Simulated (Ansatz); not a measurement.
Compare A (`OC1=NCC1`) with its isomer B (`N=C1CCO1`).

Gas-phase electronic energies from Ansatz, PBE0-D4/def2-TZVP geometries. CCSD(T)/CBS is the MP2 limit (def2-TZVPP, def2-QZVPP) plus CCSD(T) − MP2 in def2-TZVPP, frozen cores. Functionals use def2-TZVPP. B3LYP here is the variant with VWN-RPA as its local correlation; programs differ in this. One conformer a species, not always the lowest.

Q: Which isomer does CCSD(T)/CBS put lower? Give the gap. (Estimate.)

A: Ansatz gave: B, by 0.9 kcal/mol.

Q: Give E(B) − E(A) in kcal/mol with B3LYP, PBE-D4, BLYP-D4, HF/def2-TZVPP, PBE0-D4, LDA (SPW92), ωB97M-V. (Estimate.)

A: Ansatz gave: B3LYP -3.0, PBE-D4 -2.3, BLYP-D4 -3.8, HF/def2-TZVPP -2.1, PBE0-D4 -1.4, LDA (SPW92) -1.4, ωB97M-V -1.7. None reverses the order clearly.

Q: Does the order hold for the free energy at 298.15 K (harmonic terms from PBE0-D4)? (An estimate is asked.)

A: The calculation gave: Yes: G(B) − G(A) = -1.0 kcal/mol, for one conformer each.

Largest T1 diagnostic: 0.014.

Leaving LDA and LC-ωPBE aside and taking each functional with its dispersion term where it has one, the values, not all of them listed here, spread over 3.2 kcal/mol, from BLYP-D4 to PBE-QIDH. LDA lies +0.9 kcal/mol from PBE without D4. In def2-TZVPP, CCSD(T) changes the Hartree–Fock value by +0.8 kcal/mol (the triples alone add −0.0 kcal/mol) and MP2 by +1.9 kcal/mol.
